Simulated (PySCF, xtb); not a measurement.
difluoromethane cation (CH2F2), SMILES FCF (connectivity only; charge and spin as stated), charge +1, multiplicity 2.

Geometry optimised at ωB97X-D3(BJ)/def2-TZVP. The spin state was assumed, not searched.

Level of theory: IEF-PCM-ωB97X/def2-SVP in PySCF.

The values are the electrostatic part of the solvation free energy, E(continuum) − E(gas) at the gas-phase geometry, in a cavity of scaled van der Waals radii (PySCF's table); cavitation and dispersion terms are not included.

Computed values in water (ε = 78.36), diethylether (ε = 4.24), dimethylsulfoxide (ε = 46.83):
```json
[
 {"solvent": "water", "ε": "78.36", "ΔG(elec) (kcal/mol)": "-79.3"},
 {"solvent": "diethylether", "ε": "4.24", "ΔG(elec) (kcal/mol)": "-60.6"},
 {"solvent": "dimethylsulfoxide", "ε": "46.83", "ΔG(elec) (kcal/mol)": "-78.5"}
]
```

For comparison, GFN2-xTB/ALPB(water) (xtb, at the GFN2-xTB geometry, all terms of that model) gives -80.4 kcal/mol.
